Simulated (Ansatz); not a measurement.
The input, for Ansatz 0.2.0:

```yaml
crystal:
  periodic: [false, false, false]
  atoms:
    - {symbol: N, position_ang: [0.000000, -0.201021, 1.047245]}
    - {symbol: P, position_ang: [0.000000, 0.109621, -0.493159]}
    - {symbol: H, position_ang: [0.000000, 0.668588, 1.582063]}
    - {symbol: H, position_ang: [0.000000, -1.243757, -0.980300]}
basis:
  gaussian: {orbitals: cc-pVDZ}
magnetization: {spin_polarized: false, initial_magnetization: 2}
correlation: {method: ccsdt_q, electrons: outside_noble_gas}
```

```sh
$ ansatz run in.yaml --threads 1 --pin off --events-out ev --progress --plain --max-ram 2816MiB --backend cpu
```

Output:

```
801 factors; integrals over basis functions are off by at most 1.8e-7 eV
mean field evaluation 1: about -10779.6798 eV, gradient 2.6e1 eV
mean field evaluation 2: about -10779.7298 eV, gradient 2.6e1 eV
mean field evaluation 4: about -10781.7497 eV, gradient 3.0e0 eV
mean field evaluation 8: about -10781.9701 eV, gradient 1.0e0 eV
mean field evaluation 16: about -10782.0203 eV, gradient 2.0e-3 eV
mean field evaluation 32: about -10782.0603 eV, gradient 2.6e-5 eV
mean field evaluation 64: about -10779.6798 eV, gradient 2.6e1 eV
mean field evaluation 96: about -10777.9746 eV, gradient 4.4e-4 eV
mean field evaluation 128: about -10782.0519 eV, gradient 3.5e-1 eV
mean field evaluation 160: about -10778.0554 eV, gradient 1.2e1 eV
...
mean field -10782.06030456 eV, -396.2334078498 hartree, gradient 2.8e-6 eV, S^2 2.000000; 11 other end points of the search recorded, 0 dependent functions left out
...
determinant -10782.06030456 eV, -396.2334078498 hartree, with singles and doubles -10790.02809892 eV, -396.5262188914 hartree
determinant -10782.02027346 eV, -396.2319367340 hartree, with singles and doubles -10790.10390973 eV, -396.5290048873 hartree
determinant -10781.69328037 eV, -396.2199199596 hartree, with singles and doubles -10788.96940510 eV, -396.4873126113 hartree
determinant -10777.97458623 eV, -396.0832604704 hartree, with singles and doubles -10786.57161683 eV, -396.3991955177 hartree
determinant -10782.06030456 eV, -396.2334078498 hartree, with singles and doubles -10790.09235260 eV, -396.5285801708 hartree
determinant -10782.02027346 eV, -396.2319367340 hartree, with singles and doubles -10790.10524908 eV, -396.5290541077 hartree
6 core orbitals not correlated: weight in the atoms' cores, before any rotation towards them, 1.000 or more for the frozen orbitals, at most 0.000 for the correlated occupied ones
reference -10782.02027346 eV, -396.2319367340 hartree; 7, 5 occupied and 29, 31 virtual orbitals, 801 factors
second order -6.96778826 eV of doubles, -0.19548513 eV of singles
...
cycle   8  -8.39164481 eV  change   -1.2e-3 eV  update   6.3e-4
cycle   9  -8.39170595 eV  change   -6.1e-5 eV  update   2.8e-4
cycle  10  -8.39141410 eV  change    2.9e-4 eV  update   1.4e-4
cycle  11  -8.39164530 eV  change   -2.3e-4 eV  update   7.1e-5
cycle  12  -8.39164160 eV  change    3.7e-6 eV  update   3.1e-5
cycle  13  -8.39163888 eV  change    2.7e-6 eV  update   1.6e-5
cycle  14  -8.39164301 eV  change   -4.1e-6 eV  update   8.2e-6
cycle  15  -8.39164176 eV  change    1.3e-6 eV  update   4.5e-6
cycle  16  -8.39164558 eV  change   -3.8e-6 eV  update   1.7e-6
cycle  17  -8.39164703 eV  change   -1.4e-6 eV  update   8.1e-7
perturbative correction -0.02871510 eV, -0.0010552604 hartree
Total energy: -10790.44063559 eV, -396.5413793346 hartree
```

The determinant lies 0.04 eV above the lowest one of its kind in the log. The T1 diagnostic is 0.064.

For the same geometry and basis UCCSDT(Q) lies 0.6 meV lower.

Ran on 1 thread of AMD EPYC 7R13, shared host: 25 s wall, 0.52 GiB peak host memory.
